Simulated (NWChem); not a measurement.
**C3H3NS (thiazole): levels of theory compared**

Wanted: a comparison of 6 runs (M06-L/6-31G*, TPSS/6-31G*, M06-2X/6-31G*, r2SCAN/6-31G*, revPBE/6-31G*, wB97X/6-31G*) of C3H3NS (thiazole). 

The results are computed with NWChem 7.3.0.

### 1 The structure to begin with

C3H3NS has 8 atoms, charge 0, and is taken as a singlet. As SMILES, `c1cscn1`. The C1–H6 distance was set to 1.623 Å, away from the relaxed value. At this shape a bond of the SMILES string is far longer than usual.

Bond lengths: C1–C2 1.361 Å, C2–S3 1.704 Å, S3–C4 1.716 Å, C1–N5 1.363 Å, C4–N5 1.296 Å, C2–H7 1.079 Å, C4–H8 1.082 Å. Angles: C1–C2–S3 109.5°, C2–C1–N5 115.8°, C2–S3–C4 89.4°, S3–C4–N5 115.0°, C1–N5–C4 110.4°, C1–C2–H7 128.7°, S3–C2–H7 121.8°, S3–C4–H8 121.0°, N5–C4–H8 124.0°. A long bond or contact: C1–H6 1.623 Å.

### 2 The energy at M06-L/6-31G(d) (spherical functions) (run 1)

Contents of run.py:

```python
from ase import Atoms
from ase.calculators.nwchem import NWChem

molecule = Atoms(['C', 'C', 'S', 'C', 'N', 'H', 'H', 'H'], positions=[
    [-0.136016, 0.355340, 0.207174],
    [1.176384, 0.041140, 0.029274],
    [1.297784, -1.421260, -0.837726],
    [-0.414516, -1.506660, -0.899526],
    [-1.032816, -0.525160, -0.321126],
    [-0.675700, 1.673200, 0.985500],
    [2.050184, 0.582240, 0.356174],
    [-0.913916, -2.330660, -1.391526],
])

calc = NWChem(
    label='a',
    theory='dft',
    memory='2200 mb',
    basis='6-31G*',
    basispar='spherical bse',
    dft={'xc': 'm06-l', 'mult': '1', 'grid': 'xfine', 'convergence': 'energy 1e-08', 'iterations': '100', 'mulliken': None, 'print': 'low'},
    task='energy',
)
molecule.calc = calc

print(f"energy = {molecule.get_potential_energy():.6f} eV")
```

Command:

```bash
export ASE_NWCHEM_COMMAND="nwchem PREFIX.nwi > PREFIX.nwo"
python run.py
```

Output:

```text
energy = -15481.254117 eV
```

The calculator wrote a.nwi:

```
title "a"

permanent_dir a

scratch_dir a

start a

geometry units angstrom nocenter noautosym noautoz
  C  -1.3601600000000000e-01 3.5533999999999999e-01 2.0717400000000000e-01
  C  1.1763840000000001e+00 4.1140000000000003e-02 2.9274000000000001e-02
  S  1.2977840000000000e+00 -1.4212600000000000e+00 -8.3772599999999997e-01
  C  -4.1451600000000000e-01 -1.5066600000000001e+00 -8.9952600000000005e-01
  N  -1.0328160000000000e+00 -5.2515999999999996e-01 -3.2112600000000002e-01
  H  -6.7569999999999997e-01 1.6732000000000000e+00 9.8550000000000004e-01
  H  2.0501839999999998e+00 5.8223999999999998e-01 3.5617399999999999e-01
  H  -9.1391599999999995e-01 -2.3306600000000000e+00 -1.3915260000000000e+00
end

memory 2200 mb

basis spherical bse noprint
   * library 6-31G*
end

dft
  xc m06-l
  mult 1
  grid xfine
  convergence energy 1e-08
  iterations 100
  mulliken
  print low
end

task dft energy
```

a.nwo:

```text
Northwest Computational Chemistry Package (NWChem) 7.3.0
             --------------------------------------------------------

           Job information
           ---------------

    nwchem branch   = 7.3.0
    use scalapack   = T
    input           = a.nwi
    prefix          = a.
    data base       = a/a.db
    status          = startup
    nproc           =        1

           Memory information
           ------------------

[... 5 lines left out ...]
    hardfail = no
[... 39 lines left out ...]
            Nuclear Dipole moment (a.u.)
[... 88 lines left out ...]
         Total DFT energy =     -568.925599844576
[... 1 line left out ...]
           Coulomb energy =      461.765466932575
[... 1 line left out ...]
 Nuclear repulsion energy =      204.444082622182
[... 17 lines left out ...]
     -------------------------------------------
      Total Density - Lowdin Population Analysis
     -------------------------------------------

    Atom       Charge   Shell Charges
 -----------   ------   -------------------------------------------------------
    1 C    6     6.06   1.99  0.55  1.72  0.44  1.25  0.12
    2 C    6     6.34   1.99  0.58  1.87  0.44  1.38  0.08
    3 S   16    15.63   2.00  1.99  5.90  1.02  2.74  0.55  1.31  0.11
[... 4 lines of this table left out ...]
    8 H    1     0.84   0.50  0.34

 Task  times  cpu:       44.0s     wall:       44.0s
 Total times  cpu:       44.0s     wall:       44.0s
```

It took 45 s on 1 thread of AMD EPYC 7R13 (Zen 3), shared host; peak memory 0.13 GiB.

### 3 A single-point energy at TPSS/6-31G(d) (spherical functions) (run 2)

Contents of c3h3ns.nw:

```
start c3h3ns
title "C3H3NS energy"
memory total 2200 mb

geometry units au noautosym nocenter noautoz
 C   -0.25703299   0.67149528   0.39150212
 C    2.22304358   0.07774333   0.05531984
 S    2.45245633  -2.68579215  -1.58307271
 C   -0.78332171  -2.84717476  -1.69985778
 N   -1.95173938  -0.99240857  -0.60684019
 H   -1.27688794   3.16188975   1.86232510
 H    3.87428627   1.10027414   0.67307131
 H   -1.72705094  -4.40430909  -2.62960304
end

basis spherical bse
 C library 6-31G*
 S library 6-31G*
 N library 6-31G*
 H library 6-31G*
end

dft
 xc xtpss03 ctpss03
 grid xfine
 convergence energy 1e-08
 iterations 100
 mulliken
 print low
end

task dft
```

Command:

```bash
nwchem c3h3ns.nw > c3h3ns.out
```

Output:

```text
[...]
 d= 0,ls=0.0,diis     1   -568.9346414387 -7.73D+02  1.62D-02  5.36D-01     3.7
[...]
 d= 0,ls=0.0,diis    12   -569.0083894044 -2.22D-09  4.98D-07  2.44D-09    38.6
         Total DFT energy =     -569.008389404362
      One electron energy =    -1185.202153062322
           Coulomb energy =      461.718409799129
    Exchange-Corr. energy =      -49.968714052496
 Nuclear repulsion energy =      204.444067911327
[...]
      Total Density - Mulliken Population Analysis
     ---------------------------------------------
    Atom       Charge   Shell Charges
 -----------   ------   -------------------------------------------------------
    1 C    6     5.89   2.00  0.69  1.91  0.47  0.77  0.05
    2 C    6     6.39   2.00  0.69  2.05  0.61  1.01  0.04
    3 S   16    15.71   2.00  2.00  5.97  1.37  3.04  0.45  0.80  0.10
    4 C    6     6.18   2.00  0.70  2.03  0.53  0.87  0.06
    5 N    7     7.30   2.00  0.82  2.40  0.86  1.17  0.04
    6 H    1     0.94   0.38  0.55
    7 H    1     0.80   0.53  0.27
    8 H    1     0.80   0.53  0.27
[...]
```

It took 39 s on 1 thread of AMD EPYC 7R13 (Zen 3), shared host; peak memory 0.13 GiB.

### 4 A single-point energy at M06-2X/6-31G(d) (spherical functions) (run 3)

Contents of c3h3ns.nw:

```
START c3h3ns
TITLE "C3H3NS"
memory stack 880 mb heap 220 mb global 1100 mb
charge 0
GEOMETRY units au noautosym nocenter noautoz
 C   -0.25703299   0.67149528   0.39150212
 C    2.22304358   0.07774333   0.05531984
 S    2.45245633  -2.68579215  -1.58307271
 C   -0.78332171  -2.84717476  -1.69985778
 N   -1.95173938  -0.99240857  -0.60684019
 H   -1.27688794   3.16188975   1.86232510
 H    3.87428627   1.10027414   0.67307131
 H   -1.72705094  -4.40430909  -2.62960304
END
BASIS spherical bse
 * library 6-31G*
END
DFT
 xc m06-2x
 grid xfine
 convergence energy 1e-08
 maxiter 100
 mulliken
END
TASK dft energy
```

Command:

```bash
nwchem c3h3ns.nw > c3h3ns.out
```

Output:

```text
[...]
          Wavefunction type:  closed shell.
          No. of atoms     :     8
          No. of electrons :    44
[...]
          Charge           :     0
          Spin multiplicity:     1
[...]
          AO basis - number of functions:    80
[...]
              XC Information
              --------------
                       M06-2X Method XC Functional
                     Hartree-Fock (Exact) Exchange  0.540
                        M06-2X Exchange Functional  1.000
                      M06-2X Correlation Potential  1.000
[...]
 d= 0,ls=0.0,diis     1   -568.7849153173 -7.73D+02  1.02D-02  4.48D-01     3.8
[...]
 d= 0,ls=0.0,diis    11   -568.8507683158 -3.28D-09  2.95D-07  4.93D-10    36.9
         Total DFT energy =     -568.850768315802
      One electron energy =    -1185.027989536449
           Coulomb energy =      461.530412762591
    Exchange-Corr. energy =      -49.797259453272
 Nuclear repulsion energy =      204.444067911327
[...]
      Total Density - Mulliken Population Analysis
     ---------------------------------------------
    Atom       Charge   Shell Charges
 -----------   ------   -------------------------------------------------------
    1 C    6     5.91   2.00  0.67  1.90  0.47  0.82  0.05
    2 C    6     6.41   2.00  0.68  2.04  0.60  1.07  0.03
    3 S   16    15.71   2.00  2.00  5.97  1.35  3.01  0.45  0.83  0.09
    4 C    6     6.18   2.00  0.69  2.00  0.53  0.91  0.06
    5 N    7     7.32   2.00  0.81  2.39  0.85  1.23  0.04
    6 H    1     0.91   0.37  0.54
    7 H    1     0.78   0.52  0.26
    8 H    1     0.78   0.52  0.26
[...]
```

It took 38 s on 1 thread of AMD EPYC 7R13 (Zen 3), shared host; peak memory 0.13 GiB.

Runs 4 to 5 aren't shown in full; the table further down has their settings and results.

### 5 The energy at wB97X/6-31G(d) (spherical functions) (run 6)

Contents of run.py:

```python
from ase import Atoms
from ase.calculators.nwchem import NWChem

atoms = Atoms(['C', 'C', 'S', 'C', 'N', 'H', 'H', 'H'], positions=[
    [-0.136016, 0.355340, 0.207174],
    [1.176384, 0.041140, 0.029274],
    [1.297784, -1.421260, -0.837726],
    [-0.414516, -1.506660, -0.899526],
    [-1.032816, -0.525160, -0.321126],
    [-0.675700, 1.673200, 0.985500],
    [2.050184, 0.582240, 0.356174],
    [-0.913916, -2.330660, -1.391526],
])

calc = NWChem(
    label='calc',
    theory='dft',
    memory='2200 mb',
    basis='6-31G*',
    basispar='spherical bse',
    dft={'xc': 'wb97x', 'mult': '1', 'grid': 'xfine', 'convergence': 'energy 1e-08', 'iterations': '100', 'mulliken': None},
    task='energy',
)
atoms.calc = calc

print(f"energy = {atoms.get_potential_energy():.6f} eV")
print("dipole (e A):", atoms.get_dipole_moment().round(4))
```

Command:

```bash
export ASE_NWCHEM_COMMAND="nwchem PREFIX.nwi > PREFIX.nwo"
python run.py
```

Output:

```text
energy = -15480.349698 eV
dipole (e A): [ 0.338  -0.0782 -0.0442]
```

The calculator wrote calc.nwi:

```
title "calc"

permanent_dir calc

scratch_dir calc

start calc

geometry units angstrom nocenter noautosym noautoz
  C  -1.3601600000000000e-01 3.5533999999999999e-01 2.0717400000000000e-01
  C  1.1763840000000001e+00 4.1140000000000003e-02 2.9274000000000001e-02
  S  1.2977840000000000e+00 -1.4212600000000000e+00 -8.3772599999999997e-01
  C  -4.1451600000000000e-01 -1.5066600000000001e+00 -8.9952600000000005e-01
  N  -1.0328160000000000e+00 -5.2515999999999996e-01 -3.2112600000000002e-01
  H  -6.7569999999999997e-01 1.6732000000000000e+00 9.8550000000000004e-01
  H  2.0501839999999998e+00 5.8223999999999998e-01 3.5617399999999999e-01
  H  -9.1391599999999995e-01 -2.3306600000000000e+00 -1.3915260000000000e+00
end

memory 2200 mb

basis spherical bse noprint
   * library 6-31G*
end

dft
  xc wb97x
  mult 1
  grid xfine
  convergence energy 1e-08
  iterations 100
  mulliken
end

task dft energy
```

calc.nwo:

```text
Northwest Computational Chemistry Package (NWChem) 7.3.0
             --------------------------------------------------------

           Job information
           ---------------

    nwchem branch   = 7.3.0
    use scalapack   = T
    input           = calc.nwi
    prefix          = calc.
    data base       = calc/calc.db
    status          = startup
    nproc           =        1

           Memory information
           ------------------

[... 5 lines left out ...]
    hardfail = no
[... 125 lines left out ...]
          Convergence on energy requested:  1.00D-08
[... 32 lines left out ...]
          Convergence Information
[... 30 lines left out ...]
 1-e energy   =   -1182.790429
[... 48 lines left out ...]
      One electron energy =    -1185.060174871140
[... 8 lines left out ...]
                       DFT Final Molecular Orbital Analysis
[... 595 lines left out ...]
     Multipole analysis of the density
     ---------------------------------

     L   x y z        total         alpha         beta         nuclear
     -   - - -        -----         -----         ----         -------
     0   0 0 0     -0.000000    -22.000000    -22.000000     44.000000

     1   1 0 0      0.638766    -16.452419    -16.452419     33.543604
[... 8 lines of this table left out ...]
     2   0 0 2    -26.741015    -49.263946    -49.263946     71.786878

 Task  times  cpu:       65.4s     wall:       65.4s
 Total times  cpu:       65.4s     wall:       65.4s
```

Wall time 67 s (1 thread of AMD EPYC 7R13 (Zen 3), shared host); peak memory 0.13 GiB.

### 6 Overview of the runs

```csv
run,level,energy (Eh),wall time
1,M06-L/6-31G* (spherical functions),-568.925600,45 s
2,TPSS/6-31G* (spherical functions),-569.008389,39 s
3,M06-2X/6-31G* (spherical functions),-568.850768,38 s
4,r2SCAN/6-31G* (spherical functions),-568.826904,38 s
5,revPBE/6-31G* (spherical functions),-568.840606,31 s
6,wB97X/6-31G* (spherical functions),-568.892363,67 s
```

### 7 Summary of results

| quantity | value |
| --- | --- |
| run 6: total energy | -568.89236 Eh |
| run 6: dipole moment | 1.68 D |
| run 6: HOMO energy | -9.55 eV |
| run 6: LUMO energy | 1.55 eV |
| run 6: HOMO–LUMO gap | 11.10 eV |

**Reading.** Over runs 3, 4, 5, 6 the dipole moment (its size) runs from 1.57 D (revPBE/6-31G*) to 1.68 D (wB97X/6-31G*). Over runs 3, 4, 5, 6 the HOMO–LUMO gap runs from 4.67 eV (revPBE/6-31G*) to 11.10 eV (wB97X/6-31G*). Totals of different functionals can't be ranked against each other. All runs together took 4.3 min, the longest 67 s.
